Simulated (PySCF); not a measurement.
Below is a simulated gas-phase Si 2p photoelectron spectrum of dichlorosilane, `Cl[SiH2]Cl`.

Every computed line was given a Gaussian of 0.8 eV full width at half maximum and an area set by the number of equivalent atoms (split 2:1 within a doublet); the highest printed point is 100. Method used: delta-SCF UKS SCAN, pcX-2 on the ionised atom, pcseg-1 elsewhere, spin-free X2C (PySCF 2.14.0).

(binding energy (eV), intensity): (107.9, 0), (108.0, 1), (108.1, 2), (108.2, 4), (108.3, 8), (108.4, 15), (108.5, 26), (108.6, 39), (108.7, 56), (108.8, 72), (108.9, 86), (109.0, 96), (109.1, 100), (109.2, 98), (109.3, 92), (109.4, 84), (109.5, 76), (109.6, 67), (109.7, 59), (109.8, 49), (109.9, 39), (110.0, 30), (110.1, 21), (110.2, 13), (110.3, 8), (110.4, 4), (110.5, 2), (110.6, 1), (110.7, 0), (110.8, 0)

How many maxima does the curve show, and how many computed lines lie under it?

The curve has 1 maximum (at 109.1 eV). Under it lie 2 lines from 1 inequivalent silicon site, drawn as a 2p3/2, 2p1/2 pair. At this width some lines have no maximum of their own.

Decompose the envelope and assign each component. Numbering: `[Cl:1][SiH2:2][Cl:3]`.

```json
{"position (eV)": "109.04", "relative area": "0.67", "line": "Si 2p3/2", "atoms": "Si2", "environment": "chlorine-bound silicon"}
{"position (eV)": "109.67", "relative area": "0.33", "line": "Si 2p1/2", "atoms": "Si2", "environment": "chlorine-bound silicon"}
```

What are the centre and the root-mean-square width of the whole band?

The area-weighted mean of the lines is 109.25 eV. Their own spread about it is 0.30 eV (rms) and each Gaussian has σ = 0.8/2.355 = 0.34 eV; the variances add, which gives 0.45 eV.

No satellites, vibrations or lifetime broadening are included. 2p3/2 and 2p1/2 are the ΔSCF energy of one spin-free 2p hole plus the eigenvalues of a spin–orbit and ligand-field matrix of the shell. 2p1/2 minus 2p3/2 (ligand field included): Si 0.63 eV. Isolated species at its PBE0-D3(BJ)/def2-SVP geometry, gas phase.

Time: 5.9 s wall; peak memory 0.31 GiB. Hardware: an Arm Neoverse V1 with one thread, shared host with 64 logical CPUs at a one-minute load of 23.
